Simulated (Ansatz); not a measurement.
Basis-set extrapolation for CH₅NSi, SMILES `C[Si]N` (PBE0-D4/def2-TZVP geometry, frozen core, Ansatz 0.2.0). Multiplicity 1, RHF reference.

```tsv
	def2-TZVPP	def2-QZVPP
HF	-384.208109	-384.221858
MP2 correlation	-0.500193	-0.534803
CCSD(T) correlation	-0.556194	not run
```

Energies in hartree. Use E(X) = E(∞) + A·exp(−7.88·√X) for Hartree–Fock and E(X) = E(∞) + B·X^(−2.97) for correlation, with X = 3 and 4, and add CCSD(T) minus MP2 of the smaller set to the MP2 limit.

**Question.** What is the CCSD(T) energy at the basis-set limit?

**Answer.** HF limit: -384.221858 + (-0.013749) × 0.13774 = -384.22375. MP2 limit: -0.534803 + (-0.034610) × 0.74074 = -0.56044. Higher-order term: -0.556194 − (-0.500193) = -0.05600. Total: -384.84019 hartree, 199.2 kJ/mol below CCSD(T)/def2-TZVPP.
